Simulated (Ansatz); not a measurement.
**C6H5 radical: geometry at several levels**

The task, for C6H5 radical: geometry at several levels. Spin multiplicity 2.

Computed with Ansatz 0.2.0 (the levels named in each step, unless a step's input says otherwise).

## (1) The starting structure

Bond lengths: C1–C2 1.362 Å, C2–C3 1.394 Å, C3–C4 1.385 Å, C4–C5 1.383 Å, C1–C6 1.364 Å, C5–C6 1.394 Å, C2–H7 1.080 Å, C3–H8 1.081 Å, C4–H9 1.081 Å, C5–H10 1.081 Å, C6–H11 1.080 Å. Angles (14 of 16 angles, heavy atoms first): C1–C2–C3 117.3°, C2–C1–C6 125.0°, C2–C3–C4 119.8°, C3–C4–C5 120.8°, C4–C5–C6 119.9°, C1–C6–C5 117.2°, C1–C2–H7 122.2°, C3–C2–H7 120.5°, C2–C3–H8 119.6°, C4–C3–H8 120.6°, C3–C4–H9 119.6°, C5–C4–H9 119.6°, C4–C5–H10 120.5°, C6–C5–H10 119.6°.

Coordinates:

```xyz
11

C    -1.3250    0.3344    0.0222
C    -0.4199    1.3527    0.0184
C     0.9304    1.0068   -0.0051
C     1.2990   -0.3278   -0.0233
C     0.3429   -1.3272   -0.0169
C    -1.0102   -0.9928    0.0064
H    -0.7198    2.3897    0.0326
H     1.6807    1.7847   -0.0104
H     2.3469   -0.5925   -0.0437
H     0.6357   -2.3675   -0.0296
H    -1.7654   -1.7644    0.0104
```

## (2) A rough first relaxation, PBE-D4/def2-SVP

Contents of input.yaml:

```yaml
crystal:
  periodic: [false, false, false]
  atoms:
    - { symbol: C, position_ang: [-1.32502, 0.33443, 0.02219] }
    - { symbol: C, position_ang: [-0.4199, 1.35266, 0.01837] }
    - { symbol: C, position_ang: [0.9304, 1.00682, -0.00511] }
    - { symbol: C, position_ang: [1.29898, -0.32782, -0.02326] }
    - { symbol: C, position_ang: [0.34295, -1.3272, -0.01691] }
    - { symbol: C, position_ang: [-1.01024, -0.99283, 0.00636] }
    - { symbol: H, position_ang: [-0.71978, 2.38972, 0.03259] }
    - { symbol: H, position_ang: [1.68073, 1.7847, -0.01044] }
    - { symbol: H, position_ang: [2.34688, -0.59249, -0.0437] }
    - { symbol: H, position_ang: [0.63569, -2.36752, -0.02962] }
    - { symbol: H, position_ang: [-1.76537, -1.76444, 0.01039] }
magnetization:
  spin_polarized: true
  initial_magnetization: 1
basis:
  gaussian: { orbitals: def2-SVP }
hamiltonian:
  xc: pbe
  dispersion: d4
relax:
  f_tol: 0.03
  max_steps: 200
```

The run is started by

```console
> ansatz run input.yaml --threads 4 --pin off --max-ram 10240MiB --backend cpu --events-out ev --progress --plain --runs-dir out
```

After this run come: Relaxation, HF/STO-3G; Relaxation, HF/6-31G*; Relaxation, LDA/def2-SVP; Relaxation, PBE-D4/def2-SVP.

Q: Predict the outcome of this session. Wanted: C1–C2 at PBE-D4/def2-SVP; C1–C6 at PBE-D4/def2-SVP; C2–C3 at PBE-D4/def2-SVP.

**Answer**, as computed:

```
                quantity    value
C1–C2 at PBE-D4/def2-SVP  1.384 Å
C1–C6 at PBE-D4/def2-SVP  1.384 Å
C2–C3 at PBE-D4/def2-SVP  1.413 Å
```

**Reading.** The C1–C2 distance spreads over 0.037 Å, from LDA/def2-SVP (shortest) to HF/STO-3G. <S²> exceeds the pure value by up to 1.19: some mean fields break spin symmetry, which blurs their results.
